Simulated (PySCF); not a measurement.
One of the candidates below gave these computed data.

All candidates are C8H10O2.

- NMR, other nuclei: isotropic shieldings of nuclei other than C and H, by class: 241 (2 O) ppm [GIAO PBE0/pcSseg-1]
- 1H NMR: chemical shifts (computed TMS as zero) by class: 6.98 (4 H), 3.87 (6 H) ppm [GIAO PBE0/pcSseg-1]
- Rotational structure: rotational constants A, B, C: 4.584, 0.693, 0.607 GHz [GFN2-xTB]
- Dipole: 0.00 D by symmetry (numerical residue 0.01 D) [PBE0/pcSseg-1]
- 13C NMR: chemical shifts (computed TMS as zero) by class: 160.2 (2 C), 118.4 (4 C), 55.8 (2 C) ppm [GIAO PBE0/pcSseg-1]

Electronic properties: PySCF, gas phase, density fitting. Levels stand in brackets. Geometry: GFN2-xTB, one conformer, isolated molecule. NMR values are class means; diastereotopic atoms form classes of their own.

**Question.** Which candidate is it?
A. `COc1ccc(OC)cc1`
B. `COc1ccccc1CO`
C. `C=C/C=C(/C=C)C(=O)OC`

**Answer.** A. It is `COc1ccc(OC)cc1`. Numbering: `[CH3:1][O:2][c:3]1[cH:4][cH:5][c:6]([O:7][CH3:8])[cH:9][cH:10]1`. Its formula, C8H10O2, gives 4 degrees of unsaturation: 1 ring and 3 π bonds in the structure found (Kekulé form). 8 carbons fall into 3 classes; from least to most shielded: aromatic carbon bearing oxygen [C3/C6] (160.2 ppm, 2 C), aromatic CH carbon [C4/C5/C9/C10] (118.4 ppm, 4 C, up to 9.8 ppm apart in this geometry), methoxy carbon [C1/C8] (55.8 ppm, 2 C). Hydrogen classes from least to most shielded: 4 H on 4 aromatic CH carbons, C4/C5/C9/C10 (6.98 ppm), 6 H on 2 methoxy carbons, C1/C8 (3.87 ppm, a mean of values up to 0.5 ppm apart in this geometry). The other shieldings belong to: 241 ppm, aryl ether oxygen [O2/O7]. The vanishing dipole is forced by symmetry. The optimised geometry has point group C2h and is an asymmetric top.

The others, at the same levels:
- `COc1ccccc1CO` fails: it has 8 carbon classes against 3; its computed 13C shifts are 165.1 (1 C), 137.8 (1 C), 134.4 (1 C), 133.5 (1 C), 126.2 (1 C), 112.9 (1 C), 69.4 (1 C), 55.7 (1 C) ppm, 1H shifts are 7.56 (1 H), 7.48 (1 H), 7.23 (1 H), 6.87 (1 H), 4.91 (2 H), 4.05 (3 H), 2.51 (1 H) ppm and rotational constant A is 1.729 GHz (against 4.584 GHz).
- `C=C/C=C(/C=C)C(=O)OC` fails: it has 8 carbon classes against 3; its computed 13C shifts are 174.3 (1 C), 146.0 (1 C), 143.8 (1 C), 142.7 (1 C), 141.9 (1 C), 130.5 (1 C), 126.3 (1 C), 50.5 (1 C) ppm, 1H shifts are 7.32 (1 H), 6.55 (1 H), 6.41 (1 H), 5.72 (1 H), 5.69 (1 H), 5.68 (1 H), 5.56 (1 H), 4.16 (3 H) ppm and rotational constant A is 1.845 GHz (against 4.584 GHz).

Each candidate is one conformer, not necessarily the lowest. The conformers computed, where there is a choice (atom-mapped SMILES and torsion angles):
- `[CH3:1][O:2][c:3]1[cH:4][cH:5][c:6]([O:7][CH3:8])[cH:9][cH:10]1`: C1–O2–C3–C4 180°, C5–C6–O7–C8 0°
- `[CH3:1][O:2][c:3]1[cH:4][cH:5][cH:6][cH:7][c:8]1[CH2:9][OH:10]`: C1–O2–C3–C4 4°, C7–C8–C9–O10 122°, H–O10–C9–C8 57°
- `[CH2:1]=[CH:2]/[CH:3]=[C:4](/[CH:5]=[CH2:6])[C:7](=[O:8])[O:9][CH3:10]`: C1–C2–C3–C4 179°, C3–C4–C5–C6 -170°, C3–C4–C7–O8 51°, C4–C7–O9–C10 179°
